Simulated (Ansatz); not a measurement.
Working through a relaxed scan of one distance of CH₃BF, SMILES C[B]F

Program: the Python package of Ansatz (0.2.0).

Interactive session:
```pycon
>>> import ansatz
>>> from ase import Atoms
>>> import numpy as np
>>> config = {
...     'basis': 'def2-SVP',
...     'functional': 'pbe0',
...     'vdw': 'd3bj',
... }
>>> atoms = Atoms(['C', 'B', 'F', 'H', 'H', 'H'], positions=[
...     [-0.3096, 0.2705, -0.1716],
...     [0.2346, -1.0985, 0.2259],
...     [1.5385, -1.19, 0.7618],
...     [-1.2042, 0.5222, 0.4007],
...     [0.3884, 1.1054, 0.0032],
...     [-0.6056, 0.3265, -1.2662],
... ])
>>> ch3bf = ansatz.Crystal.molecule_from_ase(atoms)
>>> job = (
...     ch3bf.calculation()
...     .basis(gaussian=config['basis'])
...     .functional(config['functional'], dispersion=config['vdw'])
...     .spin('collinear', total=1)
... )
>>> symbols = [site.symbol for site in ch3bf.cartesian_sites]
>>> pairs = [(0, 1), (0, 3), (0, 4), (0, 5), (1, 2)]
>>> print('held (A)   E (eV)        ', '  '.join(f'{symbols[i]}{i}-{symbols[j]}{j}' for i, j in pairs))
held (A)   E (eV)         C0-B1  C0-H3  C0-H4  C0-H5  B1-F2
>>> for length in [1.0, 1.09, 1.18, 1.31, 1.47]:
...     data = job.relax(constraints=[ansatz.DistanceConstraint((0, 3), at=length)], force_tolerance=0.02, max_steps=60).run(threads=1).report
...     xyz = np.array(data['positions_ang'])
...     print(f'{length:6.2f} {data["free_energy_ev"]:14.5f}  ', '  '.join(f'{np.linalg.norm(xyz[i] - xyz[j]):.3f}' for i, j in pairs))
...
DeckWarning: relax.constraints: the input's atoms, or those drawn, lie off the distances that are held; a relaxation that starts there is brought onto them ahead of its first SCF, by positions alone, an atom by 4.57e-2 Å at the most. With the symmetry detection on, the symmetry is detected on the input's atoms as so brought (as typed, where only the drawn atoms reach the distances), and notices that speak of the structure as typed mean those atoms
  1.00    -4470.17210   1.558  1.000  1.104  1.106  1.313
  1.09    -4470.36613   1.559  1.090  1.103  1.102  1.312
  1.18    -4470.29382   1.556  1.180  1.103  1.098  1.313
  1.31    -4469.91300   1.550  1.310  1.102  1.096  1.314
  1.47    -4469.26769   1.542  1.470  1.101  1.095  1.314
```

Notes:
- Total energies depend on the basis set; only differences at equal settings carry meaning.
- Warnings are shown shortened and without file and line.
- The energies are electronic: no zero-point or thermal terms, and the basis set is short of its limit.
- The run takes the species as open-shell (spin multiplicity 2), which needn't be its ground state.
- Wall time of the script: 2 min on 1 thread of Arm Neoverse V1, with other jobs on the host, peak memory 0.21 GiB.
